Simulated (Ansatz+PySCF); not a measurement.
## doublet C₂H₃O₂: levels of theory in one basis

```csv
atom,x (Å),y (Å),z (Å)
C,0.0000,-0.1277,-1.0719
C,0.0000,0.2989,0.3085
O,0.0000,-0.7461,1.1821
H,0.0000,-0.3576,2.0686
H,0.0000,-1.1767,-1.3325
H,0.0000,0.6327,-1.8389
O,0.0000,1.4764,0.6841
```

Basis set: cc-pVTZ (spherical functions). Left uncorrelated: 4 orbitals. Correlation on ROHF uses semicanonical orbitals with singles. Charge 0, multiplicity 2.

Computed with Ansatz (development build ahead of 0.2.0) and PySCF 2.14.0; each method stands on the lowest determinant of its kind that the runs found.

```
 method  E − E(ROHF) (eV)  <S²> of the determinant
   ROHF              0.00                     0.75
    UHF             -0.19                     0.82
UHF-MP2            -20.87                     0.82
```

Q: What does ROHF-MP2 give on the same scale?

A: -20.98 eV.
